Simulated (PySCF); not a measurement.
## Frontier levels across methods

Species: 1,3,5-triazine, C₃H₃N₃.
Numbering: `[cH:1]1[n:2][cH:3][n:4][cH:5][n:6]1` (hydrogens: H7 on C1; H8 on C3; H9 on C5)

Geometry (PBE0-D3(BJ)/def2-SVP, Å), atoms numbered from 1 in this order:
```xyz
9
C3H3N3 angstrom
C      1.2088   -0.3949   -0.2566
N      0.2120   -1.2339   -0.5213
C     -0.9927   -0.7807   -0.1887
N     -1.2475    0.4016    0.3634
C     -0.1721    1.1528    0.5786
N      1.0798    0.8095    0.2914
H      2.2239   -0.7246   -0.5111
H     -1.8486   -1.4384   -0.3861
H     -0.3309    2.1393    1.0319
```

Basis pcSseg-2 throughout (PySCF), one geometry. Geometry: PBE0-D3(BJ)/def2-SVP; no solvent, vibrations or thermal averaging.

**Question.** How do the orbital energies and the gap change with the method?

**Answer.** 
```json
{"method": "BLYP", "kind": "GGA", "HOMO (eV)": "-6.45", "LUMO (eV)": "-2.58", "gap (eV)": "3.87", "SCF cycles": "14"}
{"method": "OPBE", "kind": "GGA", "HOMO (eV)": "-6.48", "LUMO (eV)": "-2.62", "gap (eV)": "3.87", "SCF cycles": "14"}
{"method": "PBE", "kind": "GGA", "HOMO (eV)": "-6.54", "LUMO (eV)": "-2.72", "gap (eV)": "3.81", "SCF cycles": "14"}
{"method": "B97-D", "kind": "GGA", "HOMO (eV)": "-6.56", "LUMO (eV)": "-2.60", "gap (eV)": "3.95", "SCF cycles": "15"}
{"method": "BP86", "kind": "GGA", "HOMO (eV)": "-6.65", "LUMO (eV)": "-2.80", "gap (eV)": "3.85", "SCF cycles": "14"}
{"method": "LDA", "kind": "LDA", "HOMO (eV)": "-6.69", "LUMO (eV)": "-3.00", "gap (eV)": "3.68", "SCF cycles": "14"}
{"method": "KT2", "kind": "GGA", "HOMO (eV)": "-6.69", "LUMO (eV)": "-2.59", "gap (eV)": "4.09", "SCF cycles": "15"}
{"method": "KT3", "kind": "GGA", "HOMO (eV)": "-6.69", "LUMO (eV)": "-2.59", "gap (eV)": "4.10", "SCF cycles": "14"}
{"method": "B3LYP", "kind": "global hybrid", "HOMO (eV)": "-7.87", "LUMO (eV)": "-1.92", "gap (eV)": "5.95", "SCF cycles": "13"}
{"method": "PBE0", "kind": "global hybrid", "HOMO (eV)": "-8.11", "LUMO (eV)": "-1.69", "gap (eV)": "6.42", "SCF cycles": "13"}
{"method": "mPW1PW91", "kind": "global hybrid", "HOMO (eV)": "-8.14", "LUMO (eV)": "-1.70", "gap (eV)": "6.44", "SCF cycles": "13"}
{"method": "HF", "kind": "Hartree–Fock", "HOMO (eV)": "-12.00", "LUMO (eV)": "2.27", "gap (eV)": "14.27", "SCF cycles": "10"}
```

The HOMO spans 5.55 eV, from BLYP down to HF, and the gap runs from 3.68 eV (LDA) to 14.27 eV (HF). Over the methods BLYP (0 %), OPBE (0 %), PBE (0 %), B97-D (0 %), BP86 (0 %), LDA (0 %), KT2 (0 %), KT3 (0 %), B3LYP (20 %), PBE0 (25 %), mPW1PW91 (25 %), HF (100 %), a straight line through the gap against the share of exact exchange rises by 1.04 eV for each 10 % (correlation coefficient 0.999). The dipole is below 0.03 D at every level.

The vertical ΔSCF ionisation energy at CAM-B3LYP/def2-SVPD is 10.60 eV; −ε(HOMO) comes closest to it with HF (12.00 eV).
